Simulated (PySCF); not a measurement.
# MgP⁺: from constants to spectrum

ROHF-CCSD(T) constants of MgP⁺, ³Σ⁻ (triplet), unpaired electrons π ↑↑ (Mg def2-SVP, P def2-SVP; no relativity (PySCF 2.14); masses 23.9850 and 30.9738 u):

* ωe: 298.5 cm⁻¹
* ωexe: 2.29 cm⁻¹
* Be: 0.19088 cm⁻¹
* αe: 0.00182 cm⁻¹
* De to Mg⁺ + P: 1.10 eV

**Question.** What force constant and bond length do these constants imply?

**Answer.** Reduced mass μred = 13.518 u; k = 5.8918×10⁻⁷·μred·ωe² (u, cm⁻¹, mdyn/Å) = 0.710 mdyn/Å; Re = √(16.8576/(μred·Be)) (u, cm⁻¹, Å) = 2.556 Å.

**Question.** Estimate the centrifugal constant D from the Kratzer relation and find the Dunham coefficient a1.

**Answer.** D = 4Be³/ωe² = 3.12e-07 cm⁻¹; a1 = −1 − αeωe/(6Be²) = -3.49.

Correlated steps freeze 6 core orbitals. Correlated levels converge slowly with the basis: in double zeta they bind strong bonds too weakly, by up to about 1 eV, and carry superposition errors of some tenths. For an ion De counts to the pair picked by the measured ionisation energies or electron affinities, which need not be the lowest pair at this level. The state was picked by a PBE0 search and need not be the measured ground state.
